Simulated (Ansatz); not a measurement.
AlH2Me (CH5Al). Total charge 0; singlet. Geometry PBE-D4/def2-TZVP, basis def2-TZVP, Ansatz.

```json
{"run": "A", "HOMO (eV)": "-9.26", "LUMO (eV)": "-0.57"}
{"run": "B", "HOMO (eV)": "-7.55", "LUMO (eV)": "-1.45"}
{"run": "C", "HOMO (eV)": "-7.09", "LUMO (eV)": "-1.70"}
{"run": "D", "HOMO (eV)": "-6.81", "LUMO (eV)": "-2.08"}
{"run": "E", "HOMO (eV)": "-10.87", "LUMO (eV)": "0.70"}
{"run": "F", "HOMO (eV)": "-8.08", "LUMO (eV)": "-1.31"}
```

LC-ωPBE has ω = 0.4 bohr⁻¹.

Problem. The runs used BHLYP, LC-ωPBE, PBE, PBE0, r2SCAN, r2SCANh. Estimate which is which.

Solution. A BHLYP (50 % exact exchange); B r2SCANh (10 % exact exchange); C r2SCAN (0 % exact exchange); D PBE (0 % exact exchange); E LC-ωPBE (range-separated); F PBE0 (25 % exact exchange). Exact exchange lowers occupied and raises empty levels; among semilocal functionals meta-GGAs tend to open the gap a little, and such runs are hard to tell apart. The gap grows from 4.73 eV (PBE) to 11.57 eV (LC-ωPBE).
